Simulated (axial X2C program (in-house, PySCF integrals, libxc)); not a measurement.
## AlO: nuclear properties from DFT to coupled cluster

Computed with an axial X2C code built on PySCF integrals: two-component X2C with atomic mean-field Coulomb and Gaunt terms, Gaussian nuclei, basis Al dyall-av3z, O dyall-av3z with contracted cores.

R = 1.632 Å (near the PBE0 minimum at charge 0 of the determinant lowest at the starting distance; the state shown can have its own minimum elsewhere); state Ω = 1/2 (⟨Sz⟩ = 0.50, ⟨Lz⟩ = 0.00 at PBE0).

```csv
level,Eeff magnitude (GV/cm),Ws magnitude Al (kHz),A∥/gI Al (MHz),qzz Al (a.u.),A∥/gI O (MHz),μ (D)
PBE0,0.143,0.109,358,-0.80,139,-4.33
B3LYP,0.14,0.108,396,-0.80,157,-4.28
```

Eeff is the effective electric field on the electron electric dipole moment in this Ω state and Ws the scalar–pseudoscalar constant of the nucleus named (defined with the proton number Z and per Ω); A∥ (defined per Ω) follows by multiplying with gI = μI/(I μN); qzz is the electric field gradient, eQq0 = 234.96 MHz × Q/barn × qzz; μ is positive if the O end (last atom) is positive. The operators were transformed with the bare-nucleus X2C matrices; with these basis sets, hyperfine constants and field gradients can be off by tens of per cent, and where levels differ in sign neither size nor sign is settled.

Finite-field MP2, CCSD and CCSD(T), with 17 electrons correlated in 130 natural virtual spinors (MP2 remainder added):

```
  level  Eeff magnitude (GV/cm)  Ws magnitude Al (kHz)  A∥/gI Al (MHz)  qzz Al (a.u.)  A∥/gI O (MHz)  μ (D)
    MP2                   0.122                 0.0794            80.2          -1.13            227  -1.88
   CCSD                   0.158                  0.129             437          -0.55           -286  -4.88
CCSD(T)                  0.0584                 0.0311             481          -0.89            475  -4.28
```

T1 = 0.217 (Lee–Taylor), a sign of multireference character. One unrestricted determinant, the lowest of a limited PBE0 search, is the reference; the functionals treat spin collinearly. Eeff spreads by more than a factor of two over the levels. Correlation of the inner shells is missing, which matters for properties at the nucleus. Number of frozen shells: Al 1 s; O 1 s.
